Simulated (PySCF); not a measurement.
C2H3N3.
Numbering: `[cH:1]1[n:2][cH:3][nH:4][n:5]1` (hydrogens: H6 on C1; H7 on C3; H8 on N4)

Geometry (PBE0-D3(BJ)/def2-SVP, Å), atoms numbered from 1 in this order:
```
atom  x, y, z in Å
C1     1.210   -0.009   -0.341
N2     0.584    1.080    0.170
C3    -0.638    0.645    0.374
N4    -0.725   -0.646   -0.002
N5     0.450   -1.081   -0.461
H6     2.259   -0.016   -0.634
H7    -1.477    1.211    0.780
H8    -1.524   -1.268    0.030
```

Computed with PySCF at CAM-B3LYP/def2-SVPD, non-relativistic, on one gas-phase PBE0-D3(BJ)/def2-SVP geometry that isn't relaxed in the solvent. The solvent is an IEF-PCM continuum (cavity from Bondi-type radii × 1.2), and excitations are vertical TDDFT with non-equilibrium linear response and a frozen core. Specific hydrogen bonds and non-electrostatic terms are outside this model.

| run | E − E(gas) (kcal/mol) | HOMO (eV) | HOMO–LUMO gap (eV) | dipole (D) | lowest singlet (eV) | static polarisability (au) |
| --- | --- | --- | --- | --- | --- | --- |
| gas | 0.00 | -9.31 | 10.41 | 2.92 | 6.52 | 40.9 |
| P | -8.30 | -9.30 | 10.48 | 3.78 | 6.83 | 52.1 |
| Q | -9.72 | -9.30 | 10.49 | 3.94 | 6.88 | 54.4 |

Q: The runs were made in dichloromethane and dimethylsulfoxide. Which run belongs to which solvent?

A: P = dichloromethane, Q = dimethylsulfoxide. The dielectric constants are 8.93 (dichloromethane), 46.83 (dimethylsulfoxide), and the energy falls further as ε rises. The optical constants n² used for the excitations are 2.03, 2.19 in the same order. In this model the ground state sees the solvent through ε alone.

Q: How constant is the ratio of the lowering to (ε − 1)/(2ε + 1)?

A: 
```json
{"solvent": "dichloromethane", "(ε − 1)/(2ε + 1)": "0.420", "E − E(gas) (kcal/mol)": "-8.30", "ratio (kcal/mol)": "-19.7", "polarisation term (kcal/mol)": "-9.72"}
{"solvent": "dimethylsulfoxide", "(ε − 1)/(2ε + 1)": "0.484", "E − E(gas) (kcal/mol)": "-9.72", "ratio (kcal/mol)": "-20.1", "polarisation term (kcal/mol)": "-11.69"}
```

The ratio changes by +1.8 % in size from dichloromethane to dimethylsulfoxide. The polarisation term is half the interaction of the solute with the induced surface charges.
